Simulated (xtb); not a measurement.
A run for xtb: GFN-FF on CH4S (SMILES CS).

```
$ xtb mol.xyz --gfnff --sp --chrg 0 --uhf 0
6

C     -1.44764800     1.15564900     0.01851300
S     -1.41459500    -0.65984600    -0.08354400
H     -1.46628400     1.51681600    -1.00988000
H     -0.55297100     1.53526500     0.51001200
H     -2.34423900     1.49773300     0.53186300
H     -1.37736100    -0.89092100     1.23821400
```

Program output:

```
[...]
           -------------------------------------------------
          |                Calculation Setup                |
           -------------------------------------------------



          ==================== Thresholds ====================
          CN  :   150.00000
          rep :   500.00000
          disp:  2500.00000
          HB1 :   250.00000
          HB2 :   450.00000

          Pauling EN used:
          Z : 1  EN :  2.20
          Z : 6  EN :  2.55
          Z :16  EN :  2.58
          electric field strengths (au): 0.000

           -------------------------------------------------
          |           Force Field Initialization            |
           -------------------------------------------------

          distances ...
          ----------------------------------------
          generating topology and atomic info file ...
          pair mat ...
          computing topology distances matrix with Floyd-Warshall algo ...
          making topology EEQ charges ...
          #fragments for EEQ constrain: 1
          ----------------------------------------
          generating topology and atomic info file ...
          pair mat ...
          computing topology distances matrix with Floyd-Warshall algo ...
          making topology EEQ charges ...
          #fragments for EEQ constrain: 1
          rings ...
          # BATM   6
          # H in HB   1

  atom   neighbors  erfCN metchar sp-hybrid imet pi  qest     coordinates
    1  C       4    3.48   0.00         3    0    0  -0.037   -2.735658    2.183860    0.034984
    2  S       2    1.92   0.00         3    0    0  -0.140   -2.673197   -1.246928   -0.157875
    3  H       1    0.97   0.00         0    0    0   0.037   -2.770875    2.866367   -1.908397
    4  H       1    0.97   0.00         0    0    0   0.037   -1.044964    2.901230    0.963783
    5  H       1    0.97   0.00         0    0    0   0.037   -4.429970    2.830305    1.005075
    6  H       1    0.98   0.00         0    0    0   0.064   -2.602835   -1.683597    2.339885

          #atoms :   6
          #bonds :   5
          #angl  :   7
          #tors  :   3
          #nmol  :   1
          #optfrag :   1
           -------------------------------------------------
          |                   G F N - F F                   |
          |          A general generic force-field          |
          |                  Version 1.0.3                  |
           -------------------------------------------------
          Number of HB bonds (bound hydrogen)     0
          Number of HB bonds (unbound hydrogen)   0
          Number of XB bonds                      0

 E+G (total)                   0 d,  0 h,  0 min,  0.000 sec
 distance/D3 list               ...        0 min,  0.000 sec (  0.611%)
 non bonded repulsion           ...        0 min,  0.000 sec ( 18.472%)
 dCN                            ...        0 min,  0.000 sec (  1.596%)
 EEQ energy and q               ...        0 min,  0.000 sec ( 33.055%)
 D3                             ...        0 min,  0.000 sec (  5.628%)
 EEQ gradient                   ...        0 min,  0.000 sec ( 17.316%)
 bonds                          ...        0 min,  0.000 sec (  3.081%)
 bend and torsion               ...        0 min,  0.000 sec (  5.477%)
 bonded ATM                     ...        0 min,  0.000 sec (  1.689%)
 HB/XB (incl list setup)        ...        0 min,  0.000 sec (  7.606%)

         :::::::::::::::::::::::::::::::::::::::::::::::::::::
         ::                     SUMMARY                     ::
         :::::::::::::::::::::::::::::::::::::::::::::::::::::
         :: total energy              -0.700386895524 Eh    ::
Note: The following floating-point exceptions are signalling: IEEE_UNDERFLOW_FLAG IEEE_DENORMAL
normal termination of xtb
         :: gradient norm              0.025666931498 Eh/a0 ::
         ::.................................................::
         :: bond energy               -0.723629364191 Eh    ::
         :: angle energy               0.002269850507 Eh    ::
         :: torsion energy             0.000001865287 Eh    ::
         :: repulsion energy           0.028533771567 Eh    ::
         :: electrostat energy        -0.005959314665 Eh    ::
         :: dispersion energy         -0.001599401920 Eh    ::
         :: HB energy                  0.000000000000 Eh    ::
         :: XB energy                  0.000000000000 Eh    ::
         :: bonded atm energy         -0.000004302109 Eh    ::
         :: external energy            0.000000000000 Eh    ::
         :: add. restraining           0.000000000000 Eh    ::
         :: total charge              -0.000000000000 e     ::
         :::::::::::::::::::::::::::::::::::::::::::::::::::::

           -------------------------------------------------
          |                Property Printout                |
           -------------------------------------------------

molecular dipole:
                 x           y           z       tot (Debye)
 q only:       -0.002       0.361       0.210       1.060

           -------------------------------------------------
          | TOTAL ENERGY               -0.700386895524 Eh   |
          | GRADIENT NORM               0.025666931498 Eh/α |
           -------------------------------------------------
########################################################################
[WARNING] Runtime exception occurred
-1- gfnff_setup: Could not read topology file.
########################################################################

------------------------------------------------------------------------
------------------------------------------------------------------------
 total:
 SCF:
```

The run finished.

Cost: very roughly 0.04 core-seconds.
